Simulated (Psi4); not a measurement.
C2H5FO (methoxymethyl fluoride): methods side by side

C2H5FO: 9 atoms, total charge 0, spin state singlet. As SMILES, `COCF`. Geometry: optimised at PBE0/def2-TZVP. This is one conformer, not always the lowest.

| atom | x (Å) | y (Å) | z (Å) |
| --- | --- | --- | --- |
| C | -0.6455 | 0.7921 | -0.6050 |
| O | -0.0597 | 0.4977 | 0.6472 |
| C | 0.5657 | -0.7123 | 0.6962 |
| F | 1.7202 | -0.7154 | -0.0651 |
| H | -1.3292 | -0.0088 | -0.9129 |
| H | -1.2083 | 1.7161 | -0.4831 |
| H | 0.1157 | 0.9303 | -1.3771 |
| H | -0.0657 | -1.5192 | 0.2986 |
| H | 0.8515 | -0.8943 | 1.7335 |

Quantity: the dipole moment, in D. The values are calculated.

```json
{"level": "PBE-D4/def2-TZVPP (density fitting)", "kind": "GGA", "program": "Psi4", "value (D)": "1.58", "CPU time": "43 s"}
{"level": "r2SCAN-D4/def2-TZVPP (density fitting)", "kind": "meta-GGA", "program": "Psi4", "value (D)": "1.64", "CPU time": "93 s"}
{"level": "B3LYP-D4/def2-TZVPP (density fitting)", "kind": "global hybrid", "program": "Psi4", "value (D)": "1.70", "CPU time": "41 s"}
{"level": "PBE0-D4/def2-TZVPP (density fitting)", "kind": "global hybrid", "program": "Psi4", "value (D)": "1.69", "CPU time": "36 s"}
{"level": "wB97M-V/def2-TZVPP (density fitting)", "kind": "range-separated hybrid", "program": "Psi4", "value (D)": "1.69", "CPU time": "1.8 min"}
```

The values span 1.58 to 1.70 D. Magnitudes only. CPU times are rough (shared hosts, several kinds of processor): they show what a rung costs within a factor of a few.
